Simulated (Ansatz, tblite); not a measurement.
**Errors in the dipole moment**

8 molecules holding an element from Na to Cl; the dipole moment in D, computed less measured. Shapes, held fixed at every level: PBE0-D4/def2-TZVP. No vibrational averaging. Dipoles are compared by magnitude; molecules under 1 D, whose direction can flip, are left out. Programs: Ansatz 0.2.0, tblite 0.8.0. Measured values: NIST CCCBDB.

Levels: A = GFN2-xTB; B = PBE-D4/def2-TZVPP; C = r2SCAN-D4/def2-TZVPP; D = B3LYP-D4/def2-TZVPP.

```csv
molecule,measured,A,B,C,D
NS (Mononitrogen monosulfide),1.81,+0.16,+0.02,-0.01,+0.08
HBS (hydrogen boron sulfide),1.30,+1.19,-0.10,+0.08,+0.07
SF2 (sulfur difluoride),1.05,+0.34,-0.15,-0.12,+0.07
SO2 (SMILES O=S=O),1.63,+1.37,-0.09,-0.05,+0.10
SO2F2 (sulfuryl fluoride),1.12,-0.23,-0.01,+0.02,+0.01
"C2H3ClF2 (1-chloro-1,1-difluoroethane)",2.14,+0.41,-0.08,+0.03,+0.01
"C2H4Cl2 (1,1-dichloroethane)",2.06,+0.12,-0.10,+0.03,-0.04
C2H5Cl (chloroethane),2.05,+0.20,-0.07,+0.05,-0.01
```

Problem. Which level does best on this set, which worst, and which err to one side?

Solution. 
| level | kind | mean error | mean absolute error | worst case |
| --- | --- | --- | --- | --- |
| GFN2-xTB | semi-empirical | +0.445 | 0.502 | SO2 |
| PBE-D4/def2-TZVPP | GGA | -0.073 | 0.077 | SF2 |
| r2SCAN-D4/def2-TZVPP | meta-GGA | +0.004 | 0.049 | SF2 |
| B3LYP-D4/def2-TZVPP | global hybrid | +0.036 | 0.049 | SO2 |

On this set r2SCAN-D4/def2-TZVPP has the smallest mean absolute error and GFN2-xTB the largest. GFN2-xTB is too high in 7 of 8; PBE-D4/def2-TZVPP is too low in 7 of 8; B3LYP-D4/def2-TZVPP is too high in 6 of 8. The smallest two are near a tie. Open shells run unrestricted. The set is small.
